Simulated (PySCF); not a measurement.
BH₇N₂.
Numbering: `[NH2:1][BH2-:2][NH3+:3]` (hydrogens: H4, H5 on N1; H6, H7 on B2; H8, H9, H10 on N3)

Computed, not measured: PBE0-D3(BJ)/def2-SVP geometry optimisation, gas phase in PySCF 2.14.0.

(1) What internal coordinates does the optimisation give?

Results:

(1) 
| bond | length (bohr) |
| --- | --- |
| N1–B2 | 2.815 |
| B2–N3 | 3.186 |
| N1–H4, N1–H5 | 1.915 |
| B2–H6, B2–H7 | 2.329 |
| N3–H8, N3–H9, N3–H10 | 1.929 |

Bonds in one row agree within 0.02 bohr and their mean is given. A selection of angles:
| angle | degrees |
| --- | --- |
| B2–N1–H4 | 115.4 |
| H4–N1–H5 | 108.1 |
| N1–B2–N3 | 105.5 |
| N1–B2–H6 | 115.6 |
| N3–B2–H6 | 102.1 |
| H6–B2–H7 | 113.1 |
| B2–N3–H8 | 109.1 |
| B2–N3–H10 | 113.0 |
| H8–N3–H9 | 107.1 |
| H8–N3–H10 | 109.0 |

The B–N distances run from 1.489 Å (N1–B2, drawn single) to 1.686 Å (B2–N3, drawn single), a spread of 0.197 Å. N1 (boron-bound nitrogen) is pyramidal (angles 115.7°, 115.4° and 108.1°, sum 339.3°, 0.31 Å off the plane of its three neighbours). N3 (nitrogen bonded to B and 3 H) is tetrahedral (angles from 107.1° to 113.0°). B2 (four-coordinate boron) is distorted tetrahedral (angles from 102.1° to 115.9°).

Point group: Cs (every atom within 0.08 Å of its image). No PBE0-D3(BJ)/def2-SVP frequencies stand behind this structure, so it isn't proved a minimum. One conformer, not necessarily the lowest (H–N1–B2–N3 -117° and 116°).
